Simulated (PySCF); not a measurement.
Species: hydrogen cyanide, HCN.
Structure used (B3LYP/6-31+G*), in Å, numbered top down from 1:
```xyz
3
HCN angstrom
C     -0.0294   -0.0017   -0.0063
N      1.1279    0.0207   -0.0135
H     -1.1006   -0.0223    0.0003
```

Method used: B3LYP/6-31+G* geometry optimisation, gas phase (PySCF).

Masses are those of the commonest isotopes; rigid-rotor values at the optimised geometry. 

Q: What are the moment of inertia and the rotational constant?

A: I = 11.446 u·Å², B = 505379 MHz·u·Å²/I = 44153 MHz (1.4728 cm⁻¹, or 2.119 K as hB/k).

Q: List the first levels of a rigid rotor in a Σ state.

A: E(J) = BJ(J+1): J = 1: 2.946, J = 2: 8.837, J = 3: 17.673, J = 4: 29.456, J = 5: 44.183, J = 6: 61.857 cm⁻¹.

Q: Where do the first rotational lines fall?

A: The dipole is 3.09 D; J+1 ← J lies at 2B(J+1): 1 ← 0 at 88.31 GHz, 2 ← 1 at 176.61 GHz, 3 ← 2 at 264.92 GHz, 4 ← 3 at 353.22 GHz, 5 ← 4 at 441.53 GHz, 6 ← 5 at 529.83 GHz.

No B3LYP/6-31+G* frequencies stand behind this structure, so it isn't proved a minimum. These are rigid-rotor constants of the computed structure; measured ground-state constants (B0) also hold zero-point vibration.
